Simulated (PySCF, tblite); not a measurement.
# CHN: bond homolysis, part 2 of 2

tblite 0.8.0 and PySCF 2.14.0. Atoms count from 0. Earlier steps stand in the parts before.

## (12) Bond homolysis: B3LYP-D3(BJ)/def2-TZVP

This step combines the energies above: geometries from PBE0-D3(BJ)/def2-SVP, zero-point and thermal terms from PBE0-D3(BJ)/def2-SVP.

The job: settings as JSON, then the geometry in Å.

```
{"job": {"kind": "bd", "cap": 8, "geom": {"xc": "PBE0", "basis": "def2-SVP", "d3": "d3bj", "grid": 1}, "hess": 1, "level": {"xc": "B3LYP", "basis": "def2-TZVP", "d3": "d3bj"}}, "charge": 0, "multiplicity": 1}
C     -0.017268    -0.002243    -0.008052
N      1.136236     0.023059    -0.022237
H     -1.096317    -0.025846     0.005178
```

Output (the driver's rows laid out field by field):

```text
homolysis bond by bond, B3LYP-D3(BJ)/def2-TZVP // PBE0-D3(BJ)/def2-SVP

row 1
  atoms                   0 2
  elements                C H
  length                  1.0794
  fragments               formula CN, charge 0, multiplicity 2, smiles [C]#N, kept yes, pieces 1, point_group Cinfv, largest_spin C 0.845; formula H, charge 0, multiplicity 2, smiles [H], kept yes, pieces 1
  electronic              560.17
  zero_kelvin             530.0
  enthalpy                535.74
  free_energy             501.19
```

Run time: 7.7 s. Hardware: 1 thread of INTEL XEON PLATINUM 8581C at 2.30GHz, shared host.

Some single points behind these values are not shown above.

Dissociation energies (kJ/mol, gas phase, 298 K for the thermal columns):

```csv
bond,fragments,electronic,enthalpy,free energy
C0–H2,[C]#N + [H],560.2,535.7,501.2
```

## (13) Single point (CHN): HF/cc-pVDZ

Geometry: PBE0-D3(BJ)/def2-SVP.

The job: settings as JSON, then the geometry in Å.

```
{"job": {"kind": "sp", "xc": "HF", "basis": "cc-pVDZ", "grid": 2, "scf": {"guess": "1e", "max_cycle": 100, "fallback": true}}, "charge": 0, "multiplicity": 1}
C     -0.017268    -0.002243    -0.008052
N      1.136236     0.023059    -0.022237
H     -1.096317    -0.025846     0.005178
```

The program printed:

```text
final grid: 27576 points
cycle   1  E = -81.3438300539  dE = -9.917e-01  |g| = 4.559e+00  |ddm| = 3.740e+01
cycle   2  E = -83.7939204119  dE = -2.450e+00  |g| = 4.799e+00  |ddm| = 2.382e+01
cycle   3  E = -92.4858355831  dE = -8.692e+00  |g| = 1.150e+00  |ddm| = 1.643e+01
cycle   4  E = -92.8295121175  dE = -3.437e-01  |g| = 4.029e-01  |ddm| = 1.801e+00
cycle   5  E = -92.8788788442  dE = -4.937e-02  |g| = 1.343e-01  |ddm| = 6.905e-01
cycle   6  E = -92.8826072375  dE = -3.728e-03  |g| = 4.010e-02  |ddm| = 2.081e-01
cycle   7  E = -92.8830048922  dE = -3.977e-04  |g| = 9.470e-03  |ddm| = 7.779e-02
cycle   8  E = -92.8830288205  dE = -2.393e-05  |g| = 6.788e-04  |ddm| = 2.046e-02
cycle   9  E = -92.8830289899  dE = -1.694e-07  |g| = 1.926e-04  |ddm| = 1.763e-03
cycle  10  E = -92.8830290008  dE = -1.083e-08  |g| = 1.792e-05  |ddm| = 4.292e-04
cycle  11  E = -92.8830290010  dE = -2.184e-10  |g| = 2.198e-06  |ddm| = 8.672e-05
converged SCF energy = -92.8830290010
```

Run time: 0.07 s. Hardware: 1 thread of INTEL XEON PLATINUM 8581C at 2.30GHz, shared host.

## (14) Single point (CN radical, [C]#N): HF/cc-pVDZ

Geometry: PBE0-D3(BJ)/def2-SVP.

The job: settings as JSON, then the geometry in Å.

```
{"job": {"kind": "sp", "xc": "HF", "basis": "cc-pVDZ", "grid": 2, "scf": {"guess": "1e", "max_cycle": 100, "fallback": true}}, "charge": 0, "multiplicity": 2}
C     -0.020538    -0.009265    -0.012460
N      1.145262     0.032708    -0.045937
```

The program printed:

```text
final grid: 22200 points
cycle   1  E = -84.0273542771  dE = -8.423e-01  |g| = 2.767e+00  |ddm| = 2.091e+01
cycle   2  E = -85.2493682871  dE = -1.222e+00  |g| = 2.905e+00  |ddm| = 1.721e+01
cycle   3  E = -91.9434305693  dE = -6.694e+00  |g| = 7.002e-01  |ddm| = 9.701e+00
cycle   4  E = -92.1612455026  dE = -2.178e-01  |g| = 2.573e-01  |ddm| = 6.775e-01
cycle   5  E = -92.2035701412  dE = -4.232e-02  |g| = 5.434e-02  |ddm| = 3.967e-01
cycle   6  E = -92.2052174769  dE = -1.647e-03  |g| = 3.776e-02  |ddm| = 1.013e-01
cycle   7  E = -92.2067699987  dE = -1.553e-03  |g| = 2.114e-02  |ddm| = 6.803e-02
cycle   8  E = -92.2081252537  dE = -1.355e-03  |g| = 1.783e-02  |ddm| = 6.113e-02
cycle   9  E = -92.2109951939  dE = -2.870e-03  |g| = 1.425e-02  |ddm| = 1.586e-01
cycle  10  E = -92.2125734501  dE = -1.578e-03  |g| = 7.961e-03  |ddm| = 3.332e-01
cycle  11  E = -92.2126575527  dE = -8.410e-05  |g| = 5.812e-03  |ddm| = 1.806e-01
cycle  12  E = -92.2129273256  dE = -2.698e-04  |g| = 1.746e-03  |ddm| = 6.360e-02
cycle  13  E = -92.2129506977  dE = -2.337e-05  |g| = 3.280e-04  |ddm| = 2.850e-02
cycle  14  E = -92.2129510797  dE = -3.820e-07  |g| = 1.923e-04  |ddm| = 6.555e-03
cycle  15  E = -92.2129513309  dE = -2.513e-07  |g| = 6.969e-05  |ddm| = 3.637e-03
cycle  16  E = -92.2129513673  dE = -3.635e-08  |g| = 4.857e-06  |ddm| = 8.939e-04
cycle  17  E = -92.2129513674  dE = -1.503e-10  |g| = 6.085e-07  |ddm| = 6.847e-05
converged SCF energy = -92.2129513674
```

Run time: 0.07 s. Hardware: 1 thread of INTEL XEON PLATINUM 8581C at 2.30GHz, shared host.

## (15) Single point (H radical): HF/cc-pVDZ

Geometry: atom.

The job: settings as JSON, then the geometry in Å.

```
{"job": {"kind": "sp", "xc": "HF", "basis": "cc-pVDZ", "grid": 2, "scf": {"guess": "1e", "max_cycle": 100, "fallback": true}}, "charge": 0, "multiplicity": 2}
H      0.000000     0.000000     0.000000
```

The program printed:

```text
final grid: 5376 points
cycle   1  E = -0.4992784034  dE =  5.551e-17  |g| = 2.220e-16  |ddm| = 9.989e-18
converged SCF energy = -0.4992784034
```

Wall time 0.01 s (1 thread of INTEL XEON PLATINUM 8581C at 2.30GHz, shared host).

## (16) Bond homolysis: HF/cc-pVDZ

This step combines the energies above: geometries from PBE0-D3(BJ)/def2-SVP, zero-point and thermal terms from PBE0-D3(BJ)/def2-SVP.

The job: settings as JSON, then the geometry in Å.

```
{"job": {"kind": "bd", "cap": 8, "geom": {"xc": "PBE0", "basis": "def2-SVP", "d3": "d3bj", "grid": 1}, "hess": 1, "level": {"xc": "HF", "basis": "cc-pVDZ", "scf": {"guess": "1e", "max_cycle": 100, "fallback": true}}}, "charge": 0, "multiplicity": 1}
C     -0.017268    -0.002243    -0.008052
N      1.136236     0.023059    -0.022237
H     -1.096317    -0.025846     0.005178
```

Output (the driver's rows laid out field by field):

```text
homolysis bond by bond, HF/cc-pVDZ // PBE0-D3(BJ)/def2-SVP

row 1
  atoms                   0 2
  elements                C H
  length                  1.0794
  fragments               formula CN, charge 0, multiplicity 2, smiles [C]#N, kept yes, pieces 1, point_group Cinfv, largest_spin C 1.853; formula H, charge 0, multiplicity 2, smiles [H], kept yes, pieces 1
  electronic              448.43
  zero_kelvin             418.27
  enthalpy                424.01
  free_energy             389.45
  flags                   spin_contaminated
```

Run time: 0.24 s. Hardware: 1 thread of INTEL XEON PLATINUM 8581C at 2.30GHz, shared host.

Dissociation energies (kJ/mol, gas phase, 298 K for the thermal columns):

```csv
bond,fragments,electronic,enthalpy,free energy
C0–H2,[C]#N + [H],448.4,424.0,389.4
```

## (17) Single point (CHN): B3LYP-D3(BJ)/def2-SVP

Geometry: PBE0-D3(BJ)/def2-SVP.

The job: settings as JSON, then the geometry in Å.

```
{"job": {"kind": "sp", "xc": "B3LYP", "basis": "def2-SVP", "d3": "d3bj", "grid": 2}, "charge": 0, "multiplicity": 1}
C     -0.017268    -0.002243    -0.008052
N      1.136236     0.023059    -0.022237
H     -1.096317    -0.025846     0.005178
```

The program printed:

```text
coarse grid: 2768 points
cycle   1  E = -93.3011653758  dE =  1.133e-01  |g| = 3.742e-01  |ddm| = 1.911e+00
cycle   2  E = -93.1271646068  dE =  1.740e-01  |g| = 9.402e-01  |ddm| = 8.682e-01
cycle   3  E = -93.3382580008  dE = -2.111e-01  |g| = 4.167e-02  |ddm| = 6.065e-01
cycle   4  E = -93.3387062023  dE = -4.482e-04  |g| = 1.448e-02  |ddm| = 5.489e-02
cycle   5  E = -93.3387594124  dE = -5.321e-05  |g| = 6.212e-04  |ddm| = 1.376e-02
cycle   6  E = -93.3387595219  dE = -1.095e-07  |g| = 2.045e-04  |ddm| = 7.536e-04
final grid: 27576 points
cycle   7  E = -93.3535172763  dE = -5.286e-06  |g| = 1.199e-03  |ddm| = 7.297e-03
cycle   8  E = -93.3535174490  dE = -1.727e-07  |g| = 9.948e-04  |ddm| = 2.280e-03
cycle   9  E = -93.3535176873  dE = -2.384e-07  |g| = 3.603e-04  |ddm| = 1.036e-03
cycle  10  E = -93.3535177153  dE = -2.795e-08  |g| = 9.209e-05  |ddm| = 2.713e-04
cycle  11  E = -93.3535177170  dE = -1.746e-09  |g| = 9.269e-06  |ddm| = 4.855e-05
converged SCF energy = -93.3535177170
```

Run time: 0.23 s. Hardware: 1 thread of INTEL XEON PLATINUM 8581C at 2.30GHz, shared host.

Energy -93.353518 Eh. This run belongs to a set with a faulty input, which the set's summary names.

## (18) Single point (CN (quartet)): B3LYP-D3(BJ)/def2-SVP

Geometry: PBE0-D3(BJ)/def2-SVP, that of another charge or spin state.

The job: settings as JSON, then the geometry in Å.

```
{"job": {"kind": "sp", "xc": "B3LYP", "basis": "def2-SVP", "d3": "d3bj", "grid": 2}, "charge": 0, "multiplicity": 4}
C     -0.020538    -0.009265    -0.012460
N      1.145262     0.032708    -0.045937
```

The program printed:

```text
coarse grid: 2152 points
cycle   1  E = -92.3456436772  dE =  3.973e-01  |g| = 1.423e-01  |ddm| = 1.553e+00
cycle   2  E = -92.3327410764  dE =  1.290e-02  |g| = 2.227e-01  |ddm| = 3.721e-01
cycle   3  E = -92.3590180316  dE = -2.628e-02  |g| = 7.143e-02  |ddm| = 2.584e-01
cycle   4  E = -92.3644325742  dE = -5.415e-03  |g| = 2.605e-02  |ddm| = 1.532e-01
cycle   5  E = -92.3706893407  dE = -6.257e-03  |g| = 2.805e-02  |ddm| = 2.038e-01
cycle   6  E = -92.3591891550  dE =  1.150e-02  |g| = 1.215e-02  |ddm| = 6.100e-01
cycle   7  E = -92.3593360570  dE = -1.469e-04  |g| = 6.292e-03  |ddm| = 6.736e-02
cycle   8  E = -92.3594173810  dE = -8.132e-05  |g| = 2.691e-03  |ddm| = 2.101e-02
cycle   9  E = -92.3593858165  dE =  3.156e-05  |g| = 1.400e-03  |ddm| = 5.648e-02
cycle  10  E = -92.3593706247  dE =  1.519e-05  |g| = 8.508e-05  |ddm| = 2.046e-02
cycle  11  E = -92.3593706321  dE = -7.386e-09  |g| = 3.417e-05  |ddm| = 1.858e-04
final grid: 22200 points
cycle  12  E = -92.3737476433  dE = -3.844e-06  |g| = 1.560e-03  |ddm| = 4.889e-03
cycle  13  E = -92.3737449185  dE =  2.725e-06  |g| = 2.795e-03  |ddm| = 3.505e-03
cycle  14  E = -92.3737489901  dE = -4.072e-06  |g| = 3.312e-04  |ddm| = 2.638e-03
cycle  15  E = -92.3737491893  dE = -1.993e-07  |g| = 1.575e-04  |ddm| = 1.111e-03
cycle  16  E = -92.3737494183  dE = -2.289e-07  |g| = 1.878e-04  |ddm| = 1.204e-03
cycle  17  E = -92.3737490997  dE =  3.186e-07  |g| = 6.844e-05  |ddm| = 2.280e-03
cycle  18  E = -92.3737490839  dE =  1.586e-08  |g| = 1.684e-05  |ddm| = 7.835e-04
cycle  19  E = -92.3737490840  dE = -1.750e-10  |g| = 2.489e-06  |ddm| = 3.554e-05
converged SCF energy = -92.3737490840
```

Run time: 0.36 s. Hardware: 1 thread of INTEL XEON PLATINUM 8581C at 2.30GHz, shared host.

Energy -92.373749 Eh. This run belongs to a set with a faulty input, which the set's summary names.

## (19) Single point (H radical): B3LYP-D3(BJ)/def2-SVP

Geometry: atom.

The job: settings as JSON, then the geometry in Å.

```
{"job": {"kind": "sp", "xc": "B3LYP", "basis": "def2-SVP", "d3": "d3bj", "grid": 2}, "charge": 0, "multiplicity": 2}
H      0.000000     0.000000     0.000000
```

The program printed:

```text
coarse grid: 624 points
cycle   1  E = -0.4979574807  dE = -6.461e-02  |g| = 4.893e-02  |ddm| = 4.656e-01
cycle   2  E = -0.5013018593  dE = -3.344e-03  |g| = 1.465e-03  |ddm| = 1.284e-01
cycle   3  E = -0.5013048383  dE = -2.979e-06  |g| = 6.161e-06  |ddm| = 3.976e-03
final grid: 5376 points
cycle   4  E = -0.5013141189  dE = -2.005e-10  |g| = 3.110e-07  |ddm| = 3.167e-05
converged SCF energy = -0.5013141189
```

Wall time 0.03 s (1 thread of INTEL XEON PLATINUM 8581C at 2.30GHz, shared host).

Energy -0.501314 Eh. This run belongs to a set with a faulty input, which the set's summary names.

## (20) Bond homolysis: B3LYP-D3(BJ)/def2-SVP

This step combines the energies above: geometries from PBE0-D3(BJ)/def2-SVP, zero-point and thermal terms from PBE0-D3(BJ)/def2-SVP.

The job: settings as JSON, then the geometry in Å.

```
{"job": {"kind": "bd", "cap": 8, "geom": {"xc": "PBE0", "basis": "def2-SVP", "d3": "d3bj", "grid": 1}, "hess": 1, "level": {"xc": "B3LYP", "basis": "def2-SVP", "d3": "d3bj"}}, "charge": 0, "multiplicity": 1}
C     -0.017268    -0.002243    -0.008052
N      1.136236     0.023059    -0.022237
H     -1.096317    -0.025846     0.005178
```

Output (the driver's rows laid out field by field):

```text
homolysis bond by bond, B3LYP-D3(BJ)/def2-SVP // PBE0-D3(BJ)/def2-SVP

row 1
  atoms                   0 2
  elements                C H
  length                  1.0794
  fragments               formula CN, charge 0, multiplicity 2, smiles [C]#N, kept yes, pieces 1, point_group Cinfv, largest_spin C 1.835; formula H, charge 0, multiplicity 2, smiles [H], kept yes, pieces 1
  electronic              1256.18
  zero_kelvin             1226.01
  enthalpy                1231.75
  free_energy             1197.2
  flags                   spin_contaminated
```

Run time: 0.73 s. Hardware: 1 thread of INTEL XEON PLATINUM 8581C at 2.30GHz, shared host.

Diagnosis: the input is at fault (one of the partners is given too high a spin), so its values are no properties of the molecule.

## (21) Summary of results

What follows sums up all 2 parts.

| quantity | value |
| --- | --- |
| strongest single infrared mode (GFN2-xTB) | 2296 cm⁻¹, 26 km/mol |
| zero-point energy (GFN2-xTB) | 10.2 kcal/mol |
| point group | Cinfv |
| rotational constants (main isotopes) | 44.29, 44.29 GHz |
| bond enthalpy (ΔH), C0–H2 (B3LYP-D3(BJ)/def2-TZVP) | 535.7 kJ/mol |
| bond enthalpy (ΔH), C0–H2 (HF/cc-pVDZ) | 424.0 kJ/mol |
| runs | 0 failed, 1 ended on unsound input |

What this shows: No mode is imaginary among the 4: a minimum at this level. The strongest single mode, at 2296 cm⁻¹, moves mainly N1 and C0. GFN2-xTB is a fitted tight-binding method: band positions and strengths are rough. Its intensities can rank the bands wrongly. Relaxing lowered the energy by 0.026 eV in 2 steps; the close pair that moved most is C0–H2, from 1.058 to 1.079 Å (PBE0/def2-SVP). The bond enthalpy (ΔH) at C0–H2 is 535.7 kJ/mol at B3LYP-D3(BJ)/def2-TZVP; zero-point and thermal terms move it by -24.5 kJ/mol from the electronic value. In step 14 the state is spin-contaminated. Hartree-Fock lacks correlation, so its bond and fragment energies are far off.
